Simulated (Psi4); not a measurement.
**wB97X-V/def2-SVPD run of HNO3 (nitric acid)**

Aim: the energy change on altering one bond length of HNO3 (nitric acid) at wB97X-V/def2-SVPD, from 2 runs. 

The calculation is run with Psi4 1.11.

2 further runs of the same task are left out: 1 that didn't finish, 1 set aside as unsound or not needed.

### 1 Starting point

The species is HNO3 (5 atoms), meant as a singlet with charge 0. As SMILES, `O=[N+]([O-])O`. The coordinates come from a PBE0-D4/def2-TZVP relaxation. This is one conformer, not always the lowest.

Bond lengths: O1–N2 1.186 Å, N2–O3 1.201 Å, N2–O4 1.385 Å, O4–H5 0.970 Å. Angles: O1–N2–O3 130.2°, O1–N2–O4 114.2°, O3–N2–O4 115.7°, N2–O4–H5 103.1°.

### 2 The energy at wB97X-V/def2-SVPD

The input, run.py:

```python
import psi4

psi4.set_memory('2200 MB')
psi4.set_num_threads(1)
psi4.set_output_file('hno3.out', False)

molecule = psi4.geometry("""
0 1
O      2.49041337    -0.59677551     1.41068055
N      0.47827078    -0.52861309     0.42743715
O     -1.12710825    -2.12397658     0.26730176
O     -0.08329913     1.76301999    -0.70668198
H     -1.75827678     1.48634519    -1.39871859
units bohr
symmetry c1
no_reorient
no_com
""")

options = {'basis': 'def2-SVPD', 'puream': True, 'e_convergence': 1e-09, 'd_convergence': 1e-08, 'scf_type': 'pk', 'dft_radial_points': 99, 'dft_spherical_points': 590}
psi4.set_options(options)

E = psi4.energy("WB97X-V")
print('E =', round(E, 9))
for k, v in sorted(psi4.core.scalar_variables().items()):
    print(f'{k:45s} {v:18.10f}')
```

Run with:

```sh
$ python run.py
```

hno3.out:

```text
[...]
  Running in c1 symmetry.
[...]
  Nuclear repulsion =  127.635963245308730
[...]
  Multiplicity = 1
[...]
  Nalpha       = 16
  Nbeta        = 16
[...]
    Number of basis functions: 97
[...]
   @RKS iter   1:  -280.33836530543334    1.08389e-02   8.96989e-03 DIIS/ADIIS
[...]
   @RKS iter  12:  -280.60533446278566   -1.34150e-11   6.84861e-09 DIIS
[...]
    Orbital Energies [Eh]
    ---------------------
    Doubly Occupied:
       1A    -19.340977     2A    -19.305227     3A    -19.303999
       4A    -14.754285     5A     -1.452608     6A     -1.258954
       7A     -1.228676     8A     -0.840445     9A     -0.734983
      10A     -0.723463    11A     -0.685099    12A     -0.613200
      13A     -0.504963    14A     -0.485761    15A     -0.465662
      16A     -0.450052
[...]
  @RKS Final Energy:  -280.60533446278566
   => Energetics <=
    Nuclear Repulsion Energy =            127.6359632453087301
    One-Electron Energy =                -636.4524357683640119
    Two-Electron Energy =                 251.5041498497503198
    DFT Exchange-Correlation Energy =     -23.4232031427752290
    Empirical Dispersion Energy =           0.0000000000000000
    VV10 Nonlocal Energy =                  0.1301913532944860
    Total Energy =                       -280.6053344627856632
[...]
 Multipole Moments:
 ------------------------------------------------------------------------------------
     Multipole            Electronic (a.u.)      Nuclear  (a.u.)        Total (a.u.)
 ------------------------------------------------------------------------------------
 L = 1.  Multiply by 2.5417464519 to convert [e a0] to [Debye]
 Dipole X            :        -12.5037509           11.8296666           -0.6740843
 Dipole Y            :         10.3263459           -9.8758032            0.4505426
 Dipole Z            :         -9.8548798            9.3637441           -0.4911357
 Magnitude           :                                                    0.9479412
[...]
```

On the terminal:

```text
E = -280.605334463
CURRENT ENERGY                                   -280.6053344628
CURRENT REFERENCE ENERGY                         -280.6053344628
DD SOLVATION ENERGY                                 0.0000000000
DFT FUNCTIONAL TOTAL ENERGY                      -280.6053344628
DFT TOTAL ENERGY                                 -280.6053344628
DFT VV10 ENERGY                                     0.1301913533
DFT XC ENERGY                                     -23.4232031428
GRID ELECTRONS ALPHA                               15.9999999612
GRID ELECTRONS BETA                                15.9999999612
GRID ELECTRONS TOTAL                               31.9999999223
NUCLEAR REPULSION ENERGY                          127.6359632453
ONE-ELECTRON ENERGY                              -636.4524357684
PCM POLARIZATION ENERGY                             0.0000000000
PE ENERGY                                           0.0000000000
SCF ITERATION ENERGY                             -280.6053344628
SCF ITERATIONS                                     12.0000000000
SCF TOTAL ENERGY                                 -280.6053344628
TWO-ELECTRON ENERGY                               251.5041498498
XC GRID RADIAL POINTS                              99.0000000000
XC GRID SPHERICAL POINTS                          590.0000000000
XC GRID TOTAL POINTS                           282433.0000000000
```

Run time: 52 s. Hardware: 1 thread of Intel Xeon 6975P-C (Granite Rapids), shared host; peak memory 1.2 GiB.

### 3 The distorted shape

The input, hno3.dat:

```
memory 2200 MB

molecule {
  0 1
  O      1.997491     0.359581     0.814292
  N      0.932711     0.395651     0.293982
  O     -0.596440    -1.123960     0.141450
  O      0.635541     1.608331    -0.306168
  H     -0.250819     1.461921    -0.672378
  symmetry c1
  no_reorient
  no_com
}

set {
  puream true
  e_convergence 1e-09
  d_convergence 1e-08
  scf_type pk
  dft_radial_points 99
  dft_spherical_points 590
}

E, wfn = energy('wb97x-v/def2-SVPD', return_wfn=True)
```

Run with:

```sh
$ psi4 hno3.dat hno3.out -n 1
```

hno3.out:

```text
[...]
  Running in c1 symmetry.
[...]
  Nuclear repulsion =  107.356647929941602
[...]
  Multiplicity = 1
[...]
  Nalpha       = 16
  Nbeta        = 16
[...]
    Number of basis functions: 97
[...]
   @RKS iter   1:  -279.69205625446597   -3.24885e-01   1.19664e-02 DIIS/ADIIS
[...]
   @RKS iter  18:  -280.42502690946566   -4.09273e-12   8.76239e-09 DIIS
[...]
    Orbital Energies [Eh]
    ---------------------
    Doubly Occupied:
       1A    -19.369514     2A    -19.365426     3A    -19.308826
       4A    -14.700446     5A     -1.411578     6A     -1.249576
       7A     -1.009064     8A     -0.865546     9A     -0.745701
      10A     -0.687827    11A     -0.685810    12A     -0.586652
      13A     -0.518947    14A     -0.450658    15A     -0.426366
      16A     -0.425242
[...]
  @RKS Final Energy:  -280.42502690946566
   => Energetics <=
    Nuclear Repulsion Energy =            107.3566479299416017
    One-Electron Energy =                -596.3475395633753351
    Two-Electron Energy =                 231.6351617757276244
    DFT Exchange-Correlation Energy =     -23.2014375937133188
    Empirical Dispersion Energy =           0.0000000000000000
    VV10 Nonlocal Energy =                  0.1321405419537913
    Total Energy =                       -280.4250269094656574
[...]
 Multipole Moments:
 ------------------------------------------------------------------------------------
     Multipole            Electronic (a.u.)      Nuclear  (a.u.)        Total (a.u.)
 ------------------------------------------------------------------------------------
 L = 1.  Multiply by 2.5417464519 to convert [e a0] to [Debye]
 Dipole X            :        -42.7415353           42.6528081           -0.0887272
 Dipole Y            :        -19.8573929           20.7550397            0.8976468
 Dipole Z            :        -12.8201310           12.4383437           -0.3817874
 Magnitude           :                                                    0.9794916
[...]
```

It took 62 s on 1 thread of Intel Xeon 6975P-C (Granite Rapids), shared host; peak memory 1.2 GiB.

### 4 Summary of results

At wB97X-V/def2-SVPD:

```
                                                         quantity          value
                                        first shape: total energy  -280.60533 Eh
                                       first shape: dipole moment         2.41 D
                                         first shape: HOMO energy      -12.25 eV
                                         first shape: LUMO energy        0.16 eV
                                       first shape: HOMO–LUMO gap       12.41 eV
                                    distorted shape: total energy  -280.42503 Eh
                                   distorted shape: dipole moment         2.49 D
                                     distorted shape: HOMO energy      -11.57 eV
                                     distorted shape: LUMO energy       -2.76 eV
                                   distorted shape: HOMO–LUMO gap        8.82 eV
energy change with the N2–O3 bond stretched from 1.201 to 2.161 Å       4.906 eV
```

With the N2–O3 bond stretched from 1.201 to 2.161 Å the energy rises by 4.91 eV (113 kcal/mol). The first shape isn't relaxed at this level, so the change isn't measured from a minimum. A restricted reference can't describe the breaking bond well at this length.
